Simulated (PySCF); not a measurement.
**TDDFT excited states: C4H5F**

C4H5F.
InChI=1S/C4H5F/c1-2-3-4-5/h4H2,1H3

Method used: PySCF 2.14.0, density-fitted response routines, TDDFT PBE0/def2-SVPD, vertical, gas phase, core orbitals frozen in the response. Geometry: PBE0-D3(BJ)/def2-SVP; no solvent, vibrations or thermal averaging.

Q: Predict the UV-vis stick spectrum at this level.

A: 

```
state  E (eV)  E (kJ/mol)  λ (nm)       f  main configurations (H = HOMO, L = LUMO)
   S1    5.95         574   208.3  0.0001                                 H→L (91%)
   S2    6.62         638   187.4  0.0094                  H-1→L (57%), H→L+2 (39%)
   S3    6.99         675   177.3  0.0029                H→L+1 (80%), H-1→L+2 (11%)
   S4    7.03         678   176.5  0.0002                H-1→L+2 (85%), H→L+1 (12%)
   S5    7.34         709   168.8   0.014                             H-1→L+1 (91%)
   S6    7.70         743   161.1  0.0004                               H→L+3 (95%)
   S7    8.04         776   154.1   0.068                             H-1→L+3 (86%)
   S8    8.78         848   141.1   0.945    H→L+2 (42%), H-1→L (21%), H-1→L+3 (9%)
   S9    8.89         858   139.4   0.048                  H→L+4 (55%), H-2→L (38%)
  S10    9.00         868   137.8   0.022                  H-2→L (49%), H→L+4 (43%)
```

Triplets, Tamm–Dancoff:

```
state  E (eV)  λ (nm)  main configurations (H = HOMO, L = LUMO)
   T1    5.13   241.9                  H-1→L (63%), H→L+2 (22%)
   T2    5.42   228.6                   H→L (80%), H-1→L+2 (9%)
   T3    5.71   217.1                  H→L+2 (70%), H-1→L (21%)
   T4    6.60   187.9                  H-1→L+2 (85%), H→L (11%)
```

The lowest singlet lies at 5.95 eV (208 nm, ultraviolet) and is dark (f under 0.0005); its leading configuration is HOMO→LUMO (91%). The most intense listed level is S8 at 8.78 eV (141 nm, f = 0.945), 2.83 eV above S1. Löwdin shares by element: HOMO carbon 88%; LUMO carbon 64% or more, fluorine 11% (atoms not listed hold the other 26%). Of the 10 states listed, 5 reach f = 0.01 and 3 stay under 0.0005. Weighted by f, the mean energy of these states is 8.71 eV. The listed states span 3.04 eV, and the widest gap between neighbours is 0.74 eV (S7 to S8). All these states lie below the vertical ionisation energy of 9.85 eV (ΔSCF). Singlets were solved by full linear response, triplets in the Tamm–Dancoff approximation.
